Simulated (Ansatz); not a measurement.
# Si2H2+ (doublet): wave-function methods side by side, def2-QZVPP

The task here is to estimate one member of a computed series from the others.

The runs use Ansatz 0.2.0, Gaussian basis; def2-QZVPP, core rule «outside noble gas», up to 10 orbitals frozen.

Plan: UHF; ROHF; CCSD(T) on UHF.

2 further runs of the same task are left out: 2 set aside as unsound or not needed.

### The system

The geometry is a PBE0/def2-TZVP stationary point (not a proven minimum) of the parent state, kept for this charge and spin.

4 atoms, charge 1, spin multiplicity 2.

Atoms are counted from 1 here; the program's logs count them from 0.

Bond lengths: Si1–Si2 2.193 Å, Si1–H3 1.488 Å, Si1–H4 1.488 Å. Angles: Si2–Si1–H3 123.8°, Si2–Si1–H4 123.8°, H3–Si1–H4 112.4°.

Geometry (Å):

```xyz
4
charge 1, multiplicity 2
Si    0.0000    0.0000    1.0300
Si    0.0000    0.0000   -1.1633
H     0.0000    1.2361    1.8580
H     0.0000   -1.2361    1.8580
```

Set-up of the first run:

The input, in.yaml:

```yaml
crystal:
  periodic: [false, false, false]
  atoms:
    - {symbol: Si, position_ang: [0.000000, 0.000000, 1.029969]}
    - {symbol: Si, position_ang: [0.000000, 0.000000, -1.163327]}
    - {symbol: H, position_ang: [0.000000, 1.236053, 1.857961]}
    - {symbol: H, position_ang: [0.000000, -1.236053, 1.857961]}
basis:
  gaussian: {orbitals: "def2-QZVPP.json"}
total_charge: 1
magnetization: {spin_polarized: true, initial_magnetization: 1}
hamiltonian: {xc: hf}
output: {orbitals: {seedname: orbitals}}
```

Run with:

```sh
ansatz run in.yaml --threads 1 --pin off --events-out ev --progress --plain --max-ram 4096MiB --backend cpu
```

Steps of the session up to this table: UHF; ROHF; CCSD(T) on UHF.

One table of the session follows, with a row left open; its other results are not shown here.

It belongs to the step «Misses and costs». 

```
  method  from UCCSD(T) (meV)
    ROHF                    ?
     UHF              +6090.2
    UMP2              +1392.1
   UCCSD               +245.0
UCCSD(T)                    0
```

Q: Estimate the row for ROHF from the others.

The run gave: from UCCSD(T) (meV): +6223.7. In the column «from UCCSD(T) (meV)» it is the highest.
